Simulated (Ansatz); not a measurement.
**CHBSi (triplet): wB97M-V, B2PLYP, RPA-PBE over vertical spin and charge gaps and displaced geometries, cc-pVDZ**

Aim: run CHBSi (triplet) with these functionals over vertical spin and charge gaps and displaced geometries, and hold them against the top wave-function level at the same points.

Method: cc-pVDZ, all electrons in the functionals, frozen cores in the correlation of double hybrids and RPA; program: Ansatz 0.2.0, Gaussian basis.

To be run: wB97M-V, B2PLYP, RPA-PBE, at charge 0, triplet; charge 0, singlet; charge 0, quintet; charge 1, doublet; charge 1, quartet; displaced geometry v1; displaced geometry v2.

20 further runs of the same task are left out: 9 that didn't finish, 11 set aside as unsound or not needed.

### 1 What is computed

The geometry is a PBE0/def2-TZVP stationary point (not a proven minimum).

4 atoms, charge 0, spin multiplicity 3.

Atoms are counted from 1 here; the program's logs count them from 0.

Bond lengths: B1–C2 1.470 Å, B1–Si3 2.018 Å, C2–Si3 1.745 Å, C2–H4 1.084 Å. Angles: C2–B1–Si3 57.5°, B1–C2–Si3 77.2°, B1–C2–H4 130.2°, Si3–C2–H4 152.6°, B1–Si3–C2 45.3°.

Geometry (Å):

```
B     0.0000   -0.9058    0.9676
C     0.0000    0.5612    0.8684
Si    0.0000    0.0615   -0.8030
H     0.0000    1.3150    1.6480
```

No dispersion term is added; wB97M-V holds VV10 nonlocal correlation.

The geometry shown and the zero of energy belong to the point charge 0, triplet. The yardstick, UCCSDT(Q), and other wave-function levels (R restricted, U unrestricted, valence and pair active spaces) come from earlier runs.

### 2 wB97M-V, charge 0, triplet

Contents of in.yaml:

```yaml
crystal:
  periodic: [false, false, false]
  atoms:
    - {symbol: B, position_ang: [0.000000, -0.905839, 0.967609]}
    - {symbol: C, position_ang: [0.000000, 0.561227, 0.868427]}
    - {symbol: Si, position_ang: [0.000000, 0.061485, -0.802988]}
    - {symbol: H, position_ang: [0.000000, 1.315005, 1.647998]}
basis:
  gaussian: {orbitals: cc-pVDZ}
magnetization: {spin_polarized: true, initial_magnetization: 2}
hamiltonian: {xc: {name: wB97M-V}}
output: {forces: true, orbitals: {seedname: orbitals}}
```

On the command line:

```sh
> ansatz run in.yaml --threads 1 --pin off --events-out ev --progress --plain --max-ram 2393MiB
```

Standard output, cut to the lines that bear on the results:

```text
Functional definition: wB97M-V
  name "wB97M-V"
  cite "Mardirossian & Head-Gordon, J. Chem. Phys. 144, 214110 (2016) doi:10.1063/1.4952647"
  cite "Becke, J. Chem. Phys. 107, 8554 (1997) doi:10.1063/1.475007"
  cite "Vydrov & Van Voorhis, J. Chem. Phys. 133, 244103 (2010) doi:10.1063/1.3521275"
  # Of w^i u^j: cxij and so on, Table III.
[...]
  gx(w, u) = 1 - cx + cx01*u + cx10*w
  gss(w, u) = css00 + css04*u^4 + css10*w + css20*w^2 + css43*w^4*u^3
  gos(w, u) = cos00 + cos10*w + (cos20 + cos21*u)*w^2 + (cos60 + cos61*u)*w^6
[...]
      + integral(e_c_pw_mod_opposite_spin*gos(b97_w_opposite, b97_u_opposite)) + vv10(b, c)
494 factors; integrals over basis functions are off by at most 9.4e-4 eV
168 factors; integrals over basis functions are off by at most 9.4e-6 eV
[...]
mean field -9600.97418663 eV, -352.8292935845 hartree, gradient 6.1e-5 eV, S^2 2.009293; 0 other end points of the search recorded, 0 dependent functions left out
[...]
reference -9600.97421818 eV, -352.8292947440 hartree; 14, 12 occupied and 37, 39 virtual orbitals, 494 factors
Total energy: -9600.97421818 eV, -352.8292947440 hartree
Atom 0 at     0.000000    -0.905839     0.967609 Å, force    -0.000000    -0.328912     0.252354 eV/Å
Atom 1 at     0.000000     0.561227     0.868427 Å, force    -0.000000     0.106269     0.092039 eV/Å
Atom 2 at     0.000000     0.061485    -0.802988 Å, force     0.000000     0.019971    -0.575818 eV/Å
Atom 3 at     0.000000     1.315005     1.647998 Å, force     0.000000     0.202671     0.231425 eV/Å
Dipole moment:     0.000000     0.199780    -0.112797 e Å
```

Run time: 7 s. Hardware: 1 thread of Arm Neoverse V2, shared host.

From the report: ⟨S²⟩ of the determinant 2.009 (pure triplet: 2.00).

### 3 wB97M-V, charge 0, singlet

Edit in.yaml of step 2 so:

```diff
@@ -9,3 +9,3 @@
   gaussian: {orbitals: cc-pVDZ}
-magnetization: {spin_polarized: true, initial_magnetization: 2}
+magnetization: {spin_polarized: true, initial_magnetization: 0}
 hamiltonian: {xc: {name: wB97M-V}}
```

Launched as before.

Standard output, cut to the lines that bear on the results:

```text
Functional definition: wB97M-V
  name "wB97M-V"
  cite "Mardirossian & Head-Gordon, J. Chem. Phys. 144, 214110 (2016) doi:10.1063/1.4952647"
  cite "Becke, J. Chem. Phys. 107, 8554 (1997) doi:10.1063/1.475007"
  cite "Vydrov & Van Voorhis, J. Chem. Phys. 133, 244103 (2010) doi:10.1063/1.3521275"
  # Of w^i u^j: cxij and so on, Table III.
[...]
  gx(w, u) = 1 - cx + cx01*u + cx10*w
  gss(w, u) = css00 + css04*u^4 + css10*w + css20*w^2 + css43*w^4*u^3
  gos(w, u) = cos00 + cos10*w + (cos20 + cos21*u)*w^2 + (cos60 + cos61*u)*w^6
[...]
      + integral(e_c_pw_mod_opposite_spin*gos(b97_w_opposite, b97_u_opposite)) + vv10(b, c)
494 factors; integrals over basis functions are off by at most 9.4e-4 eV
168 factors; integrals over basis functions are off by at most 9.4e-6 eV
[...]
mean field -9601.24708625 eV, -352.8393224607 hartree, gradient 7.8e-7 eV, S^2 0.131602; 5 other end points of the search recorded, 0 dependent functions left out
[...]
reference -9601.24711812 eV, -352.8393236320 hartree; 13, 13 occupied and 38, 38 virtual orbitals, 494 factors
Total energy: -9601.24711812 eV, -352.8393236320 hartree
Atom 0 at     0.000000    -0.905839     0.967609 Å, force    -0.000000     2.157621    -0.746631 eV/Å
Atom 1 at     0.000000     0.561227     0.868427 Å, force    -0.000000    -2.287384     3.415401 eV/Å
Atom 2 at     0.000000     0.061485    -0.802988 Å, force    -0.000000    -0.694612    -2.340564 eV/Å
Atom 3 at     0.000000     1.315005     1.647998 Å, force     0.000000     0.824375    -0.328206 eV/Å
Dipole moment:     0.000000     0.261921     0.145612 e Å
```

Run time: 21 s. Hardware: 1 thread of Arm Neoverse V2, shared host.

From the report: ⟨S²⟩ of the determinant 0.132 (pure singlet: 0.00).

From charge 0, triplet: -26.3 kJ/mol.

### 4 wB97M-V, charge 0, quintet

Edit in.yaml of step 3 so:

```diff
@@ -9,3 +9,3 @@
   gaussian: {orbitals: cc-pVDZ}
-magnetization: {spin_polarized: true, initial_magnetization: 0}
+magnetization: {spin_polarized: true, initial_magnetization: 4}
 hamiltonian: {xc: {name: wB97M-V}}
```

Launched as before.

Standard output, cut to the lines that bear on the results:

```text
Functional definition: wB97M-V
  name "wB97M-V"
  cite "Mardirossian & Head-Gordon, J. Chem. Phys. 144, 214110 (2016) doi:10.1063/1.4952647"
  cite "Becke, J. Chem. Phys. 107, 8554 (1997) doi:10.1063/1.475007"
  cite "Vydrov & Van Voorhis, J. Chem. Phys. 133, 244103 (2010) doi:10.1063/1.3521275"
  # Of w^i u^j: cxij and so on, Table III.
[...]
  gx(w, u) = 1 - cx + cx01*u + cx10*w
  gss(w, u) = css00 + css04*u^4 + css10*w + css20*w^2 + css43*w^4*u^3
  gos(w, u) = cos00 + cos10*w + (cos20 + cos21*u)*w^2 + (cos60 + cos61*u)*w^6
[...]
      + integral(e_c_pw_mod_opposite_spin*gos(b97_w_opposite, b97_u_opposite)) + vv10(b, c)
494 factors; integrals over basis functions are off by at most 9.4e-4 eV
168 factors; integrals over basis functions are off by at most 9.4e-6 eV
[...]
mean field -9596.79456308 eV, -352.6756952520 hartree, gradient 1.8e-6 eV, S^2 6.006133; 4 other end points of the search recorded, 0 dependent functions left out
[...]
reference -9596.79459394 eV, -352.6756963862 hartree; 15, 11 occupied and 36, 40 virtual orbitals, 494 factors
Total energy: -9596.79459394 eV, -352.6756963862 hartree
Atom 0 at     0.000000    -0.905839     0.967609 Å, force    -0.000000    -2.030106     0.748740 eV/Å
Atom 1 at     0.000000     0.561227     0.868427 Å, force    -0.000000     2.819469     4.698659 eV/Å
Atom 2 at     0.000000     0.061485    -0.802988 Å, force     0.000000    -1.113801    -5.678232 eV/Å
Atom 3 at     0.000000     1.315005     1.647998 Å, force     0.000000     0.324439     0.230833 eV/Å
Dipole moment:     0.000000     0.273201     0.333395 e Å
```

Wall time 20 s (1 thread of Arm Neoverse V2, shared host).

From the report: ⟨S²⟩ of the determinant 6.006 (pure quintet: 6.00).

From charge 0, triplet: +403.3 kJ/mol.

### 5 wB97M-V, charge 1, doublet

Edit in.yaml of step 4 so:

```diff
@@ -9,4 +9,5 @@
   gaussian: {orbitals: cc-pVDZ}
-magnetization: {spin_polarized: true, initial_magnetization: 4}
+total_charge: 1
+magnetization: {spin_polarized: true, initial_magnetization: 1}
 hamiltonian: {xc: {name: wB97M-V}}
-output: {forces: true, orbitals: {seedname: orbitals}}
+output: {orbitals: {seedname: orbitals}}
```

The command is unchanged.

Standard output, cut to the lines that bear on the results:

```text
Functional definition: wB97M-V
  name "wB97M-V"
  cite "Mardirossian & Head-Gordon, J. Chem. Phys. 144, 214110 (2016) doi:10.1063/1.4952647"
  cite "Becke, J. Chem. Phys. 107, 8554 (1997) doi:10.1063/1.475007"
  cite "Vydrov & Van Voorhis, J. Chem. Phys. 133, 244103 (2010) doi:10.1063/1.3521275"
  # Of w^i u^j: cxij and so on, Table III.
[...]
  gx(w, u) = 1 - cx + cx01*u + cx10*w
  gss(w, u) = css00 + css04*u^4 + css10*w + css20*w^2 + css43*w^4*u^3
  gos(w, u) = cos00 + cos10*w + (cos20 + cos21*u)*w^2 + (cos60 + cos61*u)*w^6
[...]
      + integral(e_c_pw_mod_opposite_spin*gos(b97_w_opposite, b97_u_opposite)) + vv10(b, c)
494 factors; integrals over basis functions are off by at most 9.4e-4 eV
168 factors; integrals over basis functions are off by at most 9.4e-6 eV
[...]
mean field -9592.81664915 eV, -352.5295096116 hartree, gradient 6.0e-5 eV, S^2 0.781500; 2 other end points of the search recorded, 0 dependent functions left out
reference -9592.81668217 eV, -352.5295108250 hartree; 13, 12 occupied and 38, 39 virtual orbitals, 494 factors
Total energy: -9592.81668217 eV, -352.5295108250 hartree
```

It took 8 s on 1 thread of Arm Neoverse V2, shared host.

From the report: ⟨S²⟩ of the determinant 0.781 (pure doublet: 0.75).

From charge 0, triplet: +787.1 kJ/mol.

### 6 wB97M-V, charge 1, quartet

Edit in.yaml of step 5 so:

```diff
@@ -10,3 +10,3 @@
 total_charge: 1
-magnetization: {spin_polarized: true, initial_magnetization: 1}
+magnetization: {spin_polarized: true, initial_magnetization: 3}
 hamiltonian: {xc: {name: wB97M-V}}
```

The command is unchanged.

Standard output, cut to the lines that bear on the results:

```text
Functional definition: wB97M-V
  name "wB97M-V"
  cite "Mardirossian & Head-Gordon, J. Chem. Phys. 144, 214110 (2016) doi:10.1063/1.4952647"
  cite "Becke, J. Chem. Phys. 107, 8554 (1997) doi:10.1063/1.475007"
  cite "Vydrov & Van Voorhis, J. Chem. Phys. 133, 244103 (2010) doi:10.1063/1.3521275"
  # Of w^i u^j: cxij and so on, Table III.
[...]
  gx(w, u) = 1 - cx + cx01*u + cx10*w
  gss(w, u) = css00 + css04*u^4 + css10*w + css20*w^2 + css43*w^4*u^3
  gos(w, u) = cos00 + cos10*w + (cos20 + cos21*u)*w^2 + (cos60 + cos61*u)*w^6
[...]
      + integral(e_c_pw_mod_opposite_spin*gos(b97_w_opposite, b97_u_opposite)) + vv10(b, c)
494 factors; integrals over basis functions are off by at most 9.4e-4 eV
168 factors; integrals over basis functions are off by at most 9.4e-6 eV
[...]
mean field -9590.81248581 eV, -352.4558579672 hartree, gradient 2.7e-6 eV, S^2 3.755436; 2 other end points of the search recorded, 0 dependent functions left out
reference -9590.81251823 eV, -352.4558591587 hartree; 14, 11 occupied and 37, 40 virtual orbitals, 494 factors
Total energy: -9590.81251823 eV, -352.4558591587 hartree
```

Wall time 17 s (1 thread of Arm Neoverse V2, shared host).

From the report: ⟨S²⟩ of the determinant 3.755 (pure quartet: 3.75).

From charge 0, triplet: +980.5 kJ/mol.

### 7 wB97M-V, displaced geometry v1

Contents of in.yaml:

```yaml
crystal:
  periodic: [false, false, false]
  atoms:
    - {symbol: B, position_ang: [-0.024224, -0.925076, 0.999742]}
    - {symbol: C, position_ang: [-0.025057, 0.525848, 0.889406]}
    - {symbol: Si, position_ang: [0.022907, 0.085416, -0.824622]}
    - {symbol: H, position_ang: [-0.079870, 1.276121, 1.656167]}
basis:
  gaussian: {orbitals: cc-pVDZ}
magnetization: {spin_polarized: true, initial_magnetization: 2}
hamiltonian: {xc: {name: wB97M-V}}
output: {forces: true, orbitals: {seedname: orbitals}}
```

The command is unchanged.

Standard output, cut to the lines that bear on the results:

```text
Functional definition: wB97M-V
  name "wB97M-V"
  cite "Mardirossian & Head-Gordon, J. Chem. Phys. 144, 214110 (2016) doi:10.1063/1.4952647"
  cite "Becke, J. Chem. Phys. 107, 8554 (1997) doi:10.1063/1.475007"
  cite "Vydrov & Van Voorhis, J. Chem. Phys. 133, 244103 (2010) doi:10.1063/1.3521275"
  # Of w^i u^j: cxij and so on, Table III.
[...]
  gx(w, u) = 1 - cx + cx01*u + cx10*w
  gss(w, u) = css00 + css04*u^4 + css10*w + css20*w^2 + css43*w^4*u^3
  gos(w, u) = cos00 + cos10*w + (cos20 + cos21*u)*w^2 + (cos60 + cos61*u)*w^6
[...]
      + integral(e_c_pw_mod_opposite_spin*gos(b97_w_opposite, b97_u_opposite)) + vv10(b, c)
494 factors; integrals over basis functions are off by at most 8.9e-4 eV
168 factors; integrals over basis functions are off by at most 1.0e-5 eV
[...]
mean field -9600.96998889 eV, -352.8291393205 hartree, gradient 6.6e-5 eV, S^2 2.009502; 0 other end points of the search recorded, 0 dependent functions left out
[...]
reference -9600.97002053 eV, -352.8291404832 hartree; 14, 12 occupied and 37, 39 virtual orbitals, 494 factors
Total energy: -9600.97002053 eV, -352.8291404832 hartree
Atom 0 at    -0.024224    -0.925076     0.999742 Å, force     0.018221    -0.373488    -0.085356 eV/Å
Atom 1 at    -0.025057     0.525848     0.889406 Å, force    -0.033140    -0.109431    -0.642476 eV/Å
Atom 2 at     0.022907     0.085416    -0.824622 Å, force     0.011914    -0.025979     0.232127 eV/Å
Atom 3 at    -0.079870     1.276121     1.656167 Å, force     0.003005     0.508898     0.495704 eV/Å
Dipole moment:    -0.004783     0.185329    -0.103004 e Å
```

Run time: 8 s. Hardware: 1 thread of Arm Neoverse V2, shared host.

From the report: ⟨S²⟩ of the determinant 2.010 (pure triplet: 2.00).

From charge 0, triplet: +0.4 kJ/mol.

### 8 wB97M-V, displaced geometry v2

Contents of in.yaml:

```yaml
crystal:
  periodic: [false, false, false]
  atoms:
    - {symbol: B, position_ang: [0.085988, -0.893225, 0.962660]}
    - {symbol: C, position_ang: [-0.078886, 0.582215, 0.875072]}
    - {symbol: Si, position_ang: [-0.002266, 0.050049, -0.804523]}
    - {symbol: H, position_ang: [0.080843, 1.248299, 1.664677]}
basis:
  gaussian: {orbitals: cc-pVDZ}
magnetization: {spin_polarized: true, initial_magnetization: 2}
hamiltonian: {xc: {name: wB97M-V}}
output: {orbitals: {seedname: orbitals}}
```

Launched as before.

Standard output, cut to the lines that bear on the results:

```text
Functional definition: wB97M-V
  name "wB97M-V"
  cite "Mardirossian & Head-Gordon, J. Chem. Phys. 144, 214110 (2016) doi:10.1063/1.4952647"
  cite "Becke, J. Chem. Phys. 107, 8554 (1997) doi:10.1063/1.475007"
  cite "Vydrov & Van Voorhis, J. Chem. Phys. 133, 244103 (2010) doi:10.1063/1.3521275"
  # Of w^i u^j: cxij and so on, Table III.
[...]
  gx(w, u) = 1 - cx + cx01*u + cx10*w
  gss(w, u) = css00 + css04*u^4 + css10*w + css20*w^2 + css43*w^4*u^3
  gos(w, u) = cos00 + cos10*w + (cos20 + cos21*u)*w^2 + (cos60 + cos61*u)*w^6
[...]
      + integral(e_c_pw_mod_opposite_spin*gos(b97_w_opposite, b97_u_opposite)) + vv10(b, c)
493 factors; integrals over basis functions are off by at most 9.6e-4 eV
168 factors; integrals over basis functions are off by at most 1.3e-5 eV
[...]
mean field -9600.87921382 eV, -352.8258033982 hartree, gradient 8.4e-5 eV, S^2 2.009331; 0 other end points of the search recorded, 0 dependent functions left out
reference -9600.87924528 eV, -352.8258045545 hartree; 14, 12 occupied and 37, 39 virtual orbitals, 493 factors
Total energy: -9600.87924528 eV, -352.8258045545 hartree
```

Wall time 7 s (1 thread of Arm Neoverse V2, shared host).

From the report: ⟨S²⟩ of the determinant 2.009 (pure triplet: 2.00).

From charge 0, triplet: +9.2 kJ/mol.

### 9 B2PLYP, charge 0, triplet

Contents of in.yaml:

```yaml
crystal:
  periodic: [false, false, false]
  atoms:
    - {symbol: B, position_ang: [0.000000, -0.905839, 0.967609]}
    - {symbol: C, position_ang: [0.000000, 0.561227, 0.868427]}
    - {symbol: Si, position_ang: [0.000000, 0.061485, -0.802988]}
    - {symbol: H, position_ang: [0.000000, 1.315005, 1.647998]}
basis:
  gaussian: {orbitals: cc-pVDZ}
magnetization: {spin_polarized: true, initial_magnetization: 2}
hamiltonian: {xc: {name: B2PLYP}}
correlation: {electrons: outside_noble_gas}
```

The command is unchanged.

Standard output, cut to the lines that bear on the results:

```text
Functional definition: B2PLYP
  name "B2PLYP"
  cite "Grimme, J. Chem. Phys. 124, 034108 (2006) doi:10.1063/1.2148954"
  cite "Becke, Phys. Rev. A 38, 3098 (1988) doi:10.1103/PhysRevA.38.3098"
  cite "Lee, Yang & Parr, Phys. Rev. B 37, 785 (1988) doi:10.1103/PhysRevB.37.785"
[...]
494 factors; integrals over basis functions are off by at most 9.4e-4 eV
[...]
mean field -9594.39437210 eV, -352.5874898605 hartree, gradient 5.1e-6 eV, S^2 2.019675; 0 other end points of the search recorded, 0 dependent functions left out
7 core orbitals not correlated: weight in the atoms' cores, before any rotation towards them, 1.000 or more for the frozen orbitals, at most 0.000 for the correlated occupied ones
reference -9594.39449193 eV, -352.5874942643 hartree; 7, 5 occupied and 37, 39 virtual orbitals, 494 factors
second order -9.17644315 eV of doubles, -0.00000000 eV of singles
Total energy: -9596.87213158 eV, -352.6785458420 hartree
```

Run time: 1.8 s. Hardware: 1 thread of Arm Neoverse V2, shared host.

From the report: ⟨S²⟩ of the determinant 2.020 (pure triplet: 2.00).

### 10 B2PLYP, charge 0, singlet

Edit in.yaml of step 9 so:

```diff
@@ -9,3 +9,3 @@
   gaussian: {orbitals: cc-pVDZ}
-magnetization: {spin_polarized: true, initial_magnetization: 2}
+magnetization: {spin_polarized: true, initial_magnetization: 0}
 hamiltonian: {xc: {name: B2PLYP}}
```

Same command.

Standard output, cut to the lines that bear on the results:

```text
Functional definition: B2PLYP
  name "B2PLYP"
  cite "Grimme, J. Chem. Phys. 124, 034108 (2006) doi:10.1063/1.2148954"
  cite "Becke, Phys. Rev. A 38, 3098 (1988) doi:10.1103/PhysRevA.38.3098"
  cite "Lee, Yang & Parr, Phys. Rev. B 37, 785 (1988) doi:10.1103/PhysRevB.37.785"
[...]
494 factors; integrals over basis functions are off by at most 9.4e-4 eV
[...]
mean field -9594.52477900 eV, -352.5922822258 hartree, gradient 1.8e-6 eV, S^2 0.705105; 5 other end points of the search recorded, 0 dependent functions left out
7 core orbitals not correlated: weight in the atoms' cores, before any rotation towards them, 1.000 or more for the frozen orbitals, at most 0.000 for the correlated occupied ones
reference -9594.52490091 eV, -352.5922867060 hartree; 6, 6 occupied and 38, 38 virtual orbitals, 494 factors
second order -9.11523541 eV of doubles, -0.00000000 eV of singles
Total energy: -9596.98601447 eV, -352.6827309611 hartree
```

It took 5.5 s on 1 thread of Arm Neoverse V2, shared host.

From the report: ⟨S²⟩ of the determinant 0.705 (pure singlet: 0.00). The determinant is far from a pure spin state, so its energy mixes those of several spin states (harmless only where they are near-degenerate, as at dissociation).

From charge 0, triplet: -11.0 kJ/mol.

### 11 B2PLYP, charge 0, quintet

Edit in.yaml of step 10 so:

```diff
@@ -9,3 +9,3 @@
   gaussian: {orbitals: cc-pVDZ}
-magnetization: {spin_polarized: true, initial_magnetization: 0}
+magnetization: {spin_polarized: true, initial_magnetization: 4}
 hamiltonian: {xc: {name: B2PLYP}}
```

The command is unchanged.

Standard output, cut to the lines that bear on the results:

```text
Functional definition: B2PLYP
  name "B2PLYP"
  cite "Grimme, J. Chem. Phys. 124, 034108 (2006) doi:10.1063/1.2148954"
  cite "Becke, Phys. Rev. A 38, 3098 (1988) doi:10.1103/PhysRevA.38.3098"
  cite "Lee, Yang & Parr, Phys. Rev. B 37, 785 (1988) doi:10.1103/PhysRevB.37.785"
[...]
494 factors; integrals over basis functions are off by at most 9.4e-4 eV
[...]
mean field -9590.65623707 eV, -352.4501159322 hartree, gradient 4.6e-6 eV, S^2 6.017246; 7 other end points of the search recorded, 0 dependent functions left out
7 core orbitals not correlated: weight in the atoms' cores, before any rotation towards them, 1.000 or more for the frozen orbitals, at most 0.000 for the correlated occupied ones
reference -9590.65635435 eV, -352.4501202418 hartree; 8, 4 occupied and 36, 40 virtual orbitals, 494 factors
second order -7.64728823 eV of doubles, -0.00000000 eV of singles
Total energy: -9592.72112217 eV, -352.5259990597 hartree
```

It took 6.5 s on 1 thread of Arm Neoverse V2, shared host.

From the report: ⟨S²⟩ of the determinant 6.017 (pure quintet: 6.00).

From charge 0, triplet: +400.5 kJ/mol.

### 12 B2PLYP, charge 1, doublet

Edit in.yaml of step 11 so:

```diff
@@ -9,3 +9,4 @@
   gaussian: {orbitals: cc-pVDZ}
-magnetization: {spin_polarized: true, initial_magnetization: 4}
+total_charge: 1
+magnetization: {spin_polarized: true, initial_magnetization: 1}
 hamiltonian: {xc: {name: B2PLYP}}
```

The command is unchanged.

Standard output, cut to the lines that bear on the results:

```text
Functional definition: B2PLYP
  name "B2PLYP"
  cite "Grimme, J. Chem. Phys. 124, 034108 (2006) doi:10.1063/1.2148954"
  cite "Becke, Phys. Rev. A 38, 3098 (1988) doi:10.1103/PhysRevA.38.3098"
  cite "Lee, Yang & Parr, Phys. Rev. B 37, 785 (1988) doi:10.1103/PhysRevB.37.785"
[...]
494 factors; integrals over basis functions are off by at most 9.4e-4 eV
[...]
mean field -9586.23623742 eV, -352.2876839411 hartree, gradient 3.9e-6 eV, S^2 0.857669; 4 other end points of the search recorded, 0 dependent functions left out
7 core orbitals not correlated: weight in the atoms' cores, before any rotation towards them, 1.000 or more for the frozen orbitals, at most 0.000 for the correlated occupied ones
reference -9586.23636116 eV, -352.2876884881 hartree; 6, 5 occupied and 38, 39 virtual orbitals, 494 factors
second order -8.82025534 eV of doubles, -0.00000000 eV of singles
Total energy: -9588.61783010 eV, -352.3752058575 hartree
```

It took 4 s on 1 thread of Arm Neoverse V2, shared host.

From the report: ⟨S²⟩ of the determinant 0.858 (pure doublet: 0.75).

From charge 0, triplet: +796.4 kJ/mol.

[end of part 1 of 2]
